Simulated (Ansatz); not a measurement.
**Setting up BNH4 (SMILES BN) in Ansatz**

BNH4: 6 atoms, total charge 0, spin state singlet. As SMILES, `BN`. The coordinates come from a PBE0-D4/def2-TZVP relaxation.

```xyz
6

B    -0.1282   -0.6796   -0.0256
N     0.1461    0.6774    0.0108
H     0.2258   -1.3680    0.8875
H    -0.7120   -1.1287   -0.9692
H    -0.1216    1.3137   -0.7208
H     0.6320    1.1214    0.7713
```

Settings wanted:

- basis set: STO-3G
- task: energy
- method: CCSD(T)
- dispersion: none
- reference: RHF
- relativity: none
- accuracy: high
- frozen core orbitals: 2

Problem. Give an Ansatz 0.2.0 job that does this.

Solution. One that was run (others would do as well):

job.yaml:
```yaml
basis:
  gaussian:
    orbitals: STO-3G
crystal:
  periodic: [false, false, false]
  atoms:
    - symbol: B
      position_ang: [-0.128200, -0.679600, -0.025600]
    - symbol: N
      position_ang: [0.146100, 0.677400, 0.010800]
    - symbol: H
      position_ang: [0.225800, -1.368000, 0.887500]
    - symbol: H
      position_ang: [-0.712000, -1.128700, -0.969200]
    - symbol: H
      position_ang: [-0.121600, 1.313700, -0.720800]
    - symbol: H
      position_ang: [0.632000, 1.121400, 0.771300]
correlation:
  method: ccsd_t
  frozen_orbitals: {B: 1, H: 0, "N": 1}
accuracy: high
scf:
  omitted_lower_state_checks: [cluster_reference, increment]
```

```bash
$ ansatz run job.yaml --threads 1 --pin off --max-ram 2610MiB --events-out events.jsonl --progress --plain --runs-dir runs
```

Calculated total energy: -80.58483 Eh. The T1 diagnostic is large.
